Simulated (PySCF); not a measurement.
# CF₂ + 2 HF → CH₂ + 2 F₂

Level: PBE0 in the def2-TZVP basis family, all electrons, no relativity, computed in PySCF with density fitting; open shells unrestricted.

```
species                           state and structure      E (Eh)  ZPE (kJ/mol)  H(298 K) − H(0) (kJ/mol)  S° (J/(mol K))
    CF₂  singlet, C2v, C–F 1.296 Å (×2); F–C–F 104.8°  -237.56926          18.6                      10.3           240.6
     HF                     singlet, C∞v, H–F 0.920 Å  -100.39188          24.9                       8.7           173.6
    CH₂  triplet, C2v, C–H 1.079 Å (×2); H–C–H 134.8°   -39.11549          45.5                      10.0           195.3
     F₂                     singlet, D∞h, F–F 1.376 Å  -199.40856           6.6                       8.7           201.9
```

Question: What is the electronic reaction energy?

Answer: At PBE0/def2-TZVP, ΔE = 1103.8 kJ/mol from the differences of the total energies times 2625.5, uphill. 

Question: Add zero-point, thermal and entropy terms for 298.15 K and 1 bar.

Answer: ΔZPE = -9.7 and Δ[H(298) − H(0)] = -0.3 kJ/mol give ΔH° = 1093.8 kJ/mol. ΔS° = 11.3 J/(mol K), so ΔG° = 1093.8 − 298.15 × (0.0113) = 1090 kJ/mol.

The structures come from searches over a few start shapes, so lower isomers are not excluded.
